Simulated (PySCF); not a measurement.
# C4H6O2 (2,3-Butanedione): the cost of one run

Programs: PySCF 2.14.0, with density-fitted response routines of our own. Each step states its level of theory. These are calculated values for one molecule in the gas phase, unless marked as measured. Atoms are numbered from 0 throughout.

### 1 The molecule as given

12 atoms, charge 0, multiplicity 1; geometry from: MMFF94s. The atoms were then displaced at random by about 0.03 Å, so the start is not that level's minimum.

Bonds of the start (Å): C0–C1 1.59, C1–O2 1.25, C1–C3 1.42, C3–C4 1.60, C3–O5 1.22, C0–H6 1.11, C0–H7 1.14, C0–H8 1.00, C4–H9 1.10, C4–H10 1.04, C4–H11 1.09.

### 2 Geometry optimisation at PBE0-D3(BJ)/def2-SVP

The job: settings as JSON, then the geometry in Å.

```
{"job": {"xc": "PBE0", "basis": "def2-SVP", "d3": "d3bj", "grid": 1, "shake": 0.03, "kind": "geom"}, "charge": 0, "multiplicity": 1}
C      1.990170    -0.157720     0.352240
C      0.615650     0.242680    -0.341350
O      0.489320     0.899110    -1.395280
C     -0.532990    -0.249480     0.324300
C     -1.937390     0.061000    -0.371360
O     -0.561650    -0.891590     1.362180
H      1.975780     0.342050     1.345320
H      2.804620     0.357310    -0.250310
H      2.046910    -1.149710     0.443200
H     -2.060490     1.158620    -0.355080
H     -1.973630    -0.356800    -1.318120
H     -2.740830    -0.338220     0.255250
```

Run with:

```
$ OMP_NUM_THREADS=1 python probes_run.py task.json out
```

One launch serves the whole session: the jobs run in the order shown.

Q: Estimate the wall time and peak memory of this first job on 1 thread of Arm Neoverse V2, shared host.

About 52 s, with a peak of 0.46 GiB.
